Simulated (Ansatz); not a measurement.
SiH4, relaxed as a singlet with RKS PBE0-D4/def2-TZVP in Ansatz, starting from the GFN2-xTB geometry. Force threshold 0.02 eV/Å.

Start:

```xyz
5

Si   -0.0001   -0.0001    0.0000
H     0.0166   -1.3843    0.4671
H    -0.9959    0.1449   -1.0590
H     1.3185    0.3544   -0.5196
H    -0.3392    0.8850    1.1115
```

```csv
step,energy (eV),largest force component (eV/Å),SCF passes
1,-7939.0982,0.464,16
2,-7939.1183,0.125,19
3,-7939.1200,0.002,20
```

Force components are those of the run's own axes.

End:

Cartesian coordinates in Å:
```
Si 0.000 0.000 0.000
H 0.017 -1.407 0.475
H -1.012 0.147 -1.076
H 1.340 0.360 -0.528
H -0.345 0.899 1.130
```

By distances, no bond broke or formed. The bond that changes most is Si1–H5, from 1.46 to 1.48 Å (atoms count from 1).

No frequencies were taken in this run, so the end may be a saddle point.

Run time 0.95 s (4 threads of Arm Neoverse V1 on a shared host).
